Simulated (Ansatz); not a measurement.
**C₅H₁₂O: vertical ionisation energy**

An exercise on one series of results from a longer session: the logs are not shown, and one member is left open.

Computed with Ansatz 0.2.0, Gaussian basis. Level: unrestricted cation, the program's frozen cores in correlated methods.

Levels to be run: UKS PBE-D4/def2-TZVPP; UKS r2SCAN-D4/def2-TZVPP; UKS PBE0-D4/def2-TZVPP; UKS B3LYP-D4/def2-TZVPP; UKS wB97X-V/def2-TZVPP; UKS wB97M-V/def2-TZVPP; UKS B2PLYP/def2-TZVPP; UHF-CCSD(T)/def2-TZVPP; UHF-MP2/def2-QZVPP; extrapolation to the limit; then −ε(HOMO) from the neutral's earlier runs with LDA (SPW92), PBE-D4, revPBE-D4, BLYP-D4, r2SCAN-D4, B97M-V, PBE0-D4, B3LYP-D4, r2SCANh-D4, r2SCAN0-D4, HSE06-D4, BHLYP-D4, CAM-B3LYP-D4, LC-ωPBE, ωB97X-V, ωB97M-V.

## Structure used throughout

An earlier PBE0-D4 in a triple-zeta def2 set relaxation fixed the geometry.

18 atoms, charge 0, spin multiplicity 1.

Atoms are counted from 1 here; the program's logs count them from 0.

Bond lengths: C1–C2 1.520 Å, C1–H7 1.092 Å, C1–H8 1.094 Å, C1–H9 1.093 Å, C2–C3 1.523 Å, C2–H10 1.095 Å, C2–H11 1.097 Å, C3–C4 1.520 Å, C3–H12 1.094 Å, C3–H13 1.098 Å, C4–C5 1.517 Å, C4–H14 1.099 Å, C4–H15 1.096 Å, C5–O6 1.414 Å, C5–H16 1.099 Å, C5–H17 1.094 Å, O6–H18 0.961 Å. Angles: C2–C1–H7 111.3°, C2–C1–H8 110.9°, C2–C1–H9 111.9°, H7–C1–H8 107.6°, H7–C1–H9 107.3°, H8–C1–H9 107.6°, C1–C2–C3 114.1°, C1–C2–H10 109.1°, C1–C2–H11 109.5°, C3–C2–H10 108.7°, C3–C2–H11 109.1°, H10–C2–H11 105.9°, C2–C3–C4 114.2°, C2–C3–H12 109.5°, C2–C3–H13 109.3°, C4–C3–H12 108.5°, C4–C3–H13 108.9°, H12–C3–H13 106.1° and more.

Geometry (Å):

| atom | x (Å) | y (Å) | z (Å) |
| --- | --- | --- | --- |
| C1 | 0.25487 | -1.66572 | 1.72183 |
| C2 | 0.58884 | -0.19176 | 1.55698 |
| C3 | -0.22757 | 0.51523 | 0.48347 |
| C4 | 0.01189 | -0.00431 | -0.92526 |
| C5 | -0.70032 | 0.80645 | -1.99163 |
| O6 | -0.28712 | 2.15801 | -2.03808 |
| H7 | 0.82472 | -2.11224 | 2.53997 |
| H8 | -0.80763 | -1.80338 | 1.94415 |
| H9 | 0.47939 | -2.23805 | 0.81852 |
| H10 | 0.43212 | 0.32010 | 2.51211 |
| H11 | 1.65568 | -0.08160 | 1.32756 |
| H12 | -0.00384 | 1.58573 | 0.50157 |
| H13 | -1.29541 | 0.42331 | 0.72018 |
| H14 | 1.09039 | -0.00741 | -1.13896 |
| H15 | -0.31607 | -1.04581 | -1.01492 |
| H16 | -0.57337 | 0.32803 | -2.97256 |
| H17 | -1.77368 | 0.83669 | -1.78321 |
| H18 | 0.64712 | 2.17674 | -2.26174 |

The first run:

The input, in.yaml:

```yaml
crystal:
  periodic: [false, false, false]
  atoms:
    - {symbol: C, position_ang: [0.254871, -1.665723, 1.721829]}
    - {symbol: C, position_ang: [0.588842, -0.191764, 1.556984]}
    - {symbol: C, position_ang: [-0.227567, 0.515233, 0.483466]}
    - {symbol: C, position_ang: [0.011889, -0.004309, -0.925258]}
    - {symbol: C, position_ang: [-0.700323, 0.806449, -1.991629]}
    - {symbol: O, position_ang: [-0.287116, 2.158009, -2.038080]}
    - {symbol: H, position_ang: [0.824723, -2.112241, 2.539966]}
    - {symbol: H, position_ang: [-0.807625, -1.803384, 1.944148]}
    - {symbol: H, position_ang: [0.479391, -2.238046, 0.818520]}
    - {symbol: H, position_ang: [0.432120, 0.320105, 2.512109]}
    - {symbol: H, position_ang: [1.655682, -0.081596, 1.327564]}
    - {symbol: H, position_ang: [-0.003839, 1.585725, 0.501568]}
    - {symbol: H, position_ang: [-1.295415, 0.423313, 0.720178]}
    - {symbol: H, position_ang: [1.090393, -0.007409, -1.138959]}
    - {symbol: H, position_ang: [-0.316073, -1.045814, -1.014917]}
    - {symbol: H, position_ang: [-0.573372, 0.328031, -2.972557]}
    - {symbol: H, position_ang: [-1.773683, 0.836688, -1.783209]}
    - {symbol: H, position_ang: [0.647123, 2.176742, -2.261744]}
basis:
  gaussian: {orbitals: def2-TZVPP}
total_charge: 1
magnetization: {spin_polarized: true, initial_magnetization: 1}
hamiltonian: {xc: pbe, dispersion: d4}
```

Command:

```console
ansatz run in.yaml --threads 2 --pin off --events-out ev --progress --plain --max-ram 22528MiB --backend cuda --devices 0, --max-vram 18GiB
```

Among the steps run: Cation, UKS PBE-D4/def2-TZVPP; Cation, UKS r2SCAN-D4/def2-TZVPP; Cation, UKS PBE0-D4/def2-TZVPP; Cation, UKS B3LYP-D4/def2-TZVPP; Cation, UKS wB97X-V/def2-TZVPP; Cation, UKS wB97M-V/def2-TZVPP; Cation, UKS B2PLYP (frozen core)/def2-TZVPP; Cation, UHF-CCSD(T)/def2-TZVPP; Cation, UHF-MP2/def2-QZVPP.

One table of the session follows, with a row left open; its other results are not shown here.

Orbital estimates, from the neutral's runs:

```
  functional  −ε(HOMO) (eV)
 LDA (SPW92)           6.28
      PBE-D4           6.13
   revPBE-D4           6.06
     BLYP-D4           6.06
   r2SCAN-D4           6.46
      B97M-V           6.64
     PBE0-D4           7.76
    B3LYP-D4           7.53
  r2SCANh-D4           7.08
  r2SCAN0-D4           8.00
    HSE06-D4              ?
    BHLYP-D4           9.34
CAM-B3LYP-D4           9.25
     LC-ωPBE          10.58
     ωB97X-V          10.26
     ωB97M-V          10.20
```

**Question.** Estimate the row for HSE06-D4.

The run gave: −ε(HOMO) (eV): 7.35. In the column «−ε(HOMO) (eV)» it lies between r2SCANh-D4 (7.08) and B3LYP-D4 (7.53).
